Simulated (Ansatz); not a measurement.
This Ansatz (an electronic-structure program) input (PBE/aug-cc-pV(D+d)Z) gives -499.87051 Eh with 82 basis functions. A basis named .json is the Basis Set Exchange file of that set (core-valence sets with the plain set on hydrogen).

Ansatz 0.2 input:
```yaml
crystal:
  periodic: [false, false, false]
  atoms:
    - {symbol: C, position_ang: [0.00819413, 0.01326082, -1.13371283]}
    - {symbol: Cl, position_ang: [-0.00477402, -0.00772595, 0.66051769]}
    - {symbol: H, position_ang: [0.01747178, 1.04777215, -1.46340501]}
    - {symbol: H, position_ang: [0.89974992, -0.50396843, -1.47517859]}
    - {symbol: H, position_ang: [-0.88522815, -0.49202752, -1.48794019]}
basis:
  gaussian:
    orbitals: aug-cc-pV_D+d_Z.json
hamiltonian:
  xc: {name: PBE}
magnetization: {spin_polarized: false}
```

Change:
```diff
- orbitals: aug-cc-pV_D+d_Z.json
+ orbitals: aug-pcseg-2
```

Q: What does the run give now?

A: -499.90267 Eh (PBE/aug-pcseg-2, 165 functions), a change of -32.16 mEh.
